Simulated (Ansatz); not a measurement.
Results of PBE-D4 (plane waves, PAW; Ansatz, an electronic-structure program) for bcc K.

Input:

Ansatz 0.2 input:
```yaml
crystal:
  lattice:
    - [-2.6445910937, 2.6445910937, 2.6445910937]
    - [2.6445910937, -2.6445910937, 2.6445910937]
    - [2.6445910937, 2.6445910937, -2.6445910937]
  atoms:
    - { symbol: K, position: [0.0, 0.0, 0.0] }
basis:
  ecutwfc: 520
  ecutrho_ratio: 4
  xc_grid: 2
kpoints:
  mp_grid: { grid: [16, 16, 16] }
hamiltonian:
  xc: pbe
  dispersion: d4
  pseudopotentials: { kind: paw }
scf:
  occupations: { method: fermi_dirac, width: 0.05 }
  convergence: { dr2_threshold: 0.0000000001 }
output:
  forces: false
  stress: true
  eigenvalues: true
```

Question: How many irreducible k-points, plane waves at Γ does the program set up, and what pressure does the run end with?

Answer: 145 irreducible k-points, 1985 plane waves at Γ; P = -0.17 GPa, so the cell is stretched on average and its volume would shrink at this level.

Output (set-up and result lines):

```
Crystal: 1 atoms, lattice volume = 73.984 Å³
Basis set: ecut = 520 eV, 1985 PW (Γ), exchange–correlation on 72×72×72 points (8 copies of the dense FFT grid, shifted against one another)
Bands: 9, of which v1, the nominal top of the filled ones, is band 5 counted from 1 (4 counted from 0)
Symmetry: 48 space group operations
Space group: Im-3m (ITA 229), of the structure as read, at distance tolerance 4.2e-5 Å
k-points: 145 of 4096
Functional: x = pbe(κ = 0.804, μ = 0.2195149727645171), c = pbe(β = 0.06672455060314922)
SCF iter   1: F=—  HF=-1537.855925 eV  |F-HF|=—  |Δ(HF+E_count)|=         —  Δρ=3.18e-4  dr2=3.70e-5
SCF iter   2: F=—  HF=-1537.855751 eV  |F-HF|=—  |Δ(HF+E_count)|=   1.74e-4  Δρ=2.46e-4  dr2=4.32e-5
  ...
SCF iter   7: F=—  HF=-1537.855842 eV  |F-HF|=—  |Δ(HF+E_count)|=   1.04e-9  Δρ=4.50e-7  dr2=1.20e-10
SCF iter   8: F=-1537.855842 eV  HF=-1537.855842 eV  |F-HF|=1.34e-11  |Δ(HF+E_count)|=  2.05e-12  Δρ=1.55e-7  dr2=1.58e-11
SCF 1 converged in 8 iterations: F = -1537.855842 eV  dr2 = 1.58e-11
SCF converged after 8 iterations
Free energy (F): -1537.855842 eV
Internal energy: -1537.849559 eV  (E = F + TS)
E sigma→0 (E₀):  -1537.852701 eV
Fermi energy:    1.742640 eV
--- Stress (GPa, compression-positive) ---
       -0.166885       0.000000      -0.000000
        0.000000      -0.166885      -0.000000
        0.000000       0.000000      -0.166885
  P = ⅓ Tr σ = -0.1669 GPa (-1.669 kbar)
```
